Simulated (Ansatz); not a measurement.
Frontier orbitals of boron trichloride.

The species carries charge 0 and has multiplicity 1. All single points use the PBE0-D4/def2-TZVP geometry. Basis def2-TZVPP, the Gaussian-basis code of Ansatz.

A caution on the coupled-cluster cation, which keeps the state that its UHF reference found: large T1 diagnostic of the cation.

| functional | HOMO (eV) | LUMO (eV) | gap (eV) |
| --- | --- | --- | --- |
| PBE | -7.65 | -2.61 | 5.04 |
| r2SCAN | -8.01 | -2.34 | 5.67 |
| PBE0 | -9.09 | -1.69 | 7.40 |
| r2SCANh | -8.54 | -2.01 | 6.53 |
| BHLYP | -10.37 | -0.56 | 9.81 |
| ωB97X-V | -11.52 | 0.57 | 12.09 |
| ωB97M-V | -11.34 | 0.47 | 11.81 |

(1) What is the vertical ionisation energy at frozen-core CCSD(T)/CBS(def2)? (An estimate is asked.)

Results:

(1) Computed: 11.97 eV (T1 of the cation 0.075).

A quarter of exact exchange (PBE0) shifts PBE's HOMO by −1.44 eV and its LUMO by +0.92 eV; full exchange at long range (ωB97M-V) shifts them by −3.69 and +3.08 eV. The gap opens from 5.04 to 11.80 eV, since occupied levels lose self-interaction and empty ones feel all the electrons. A positive LUMO is unbound and depends on the basis. −ε(HOMO) differs from that ionisation energy by −4.32 eV with PBE and −0.63 eV with ωB97M-V.
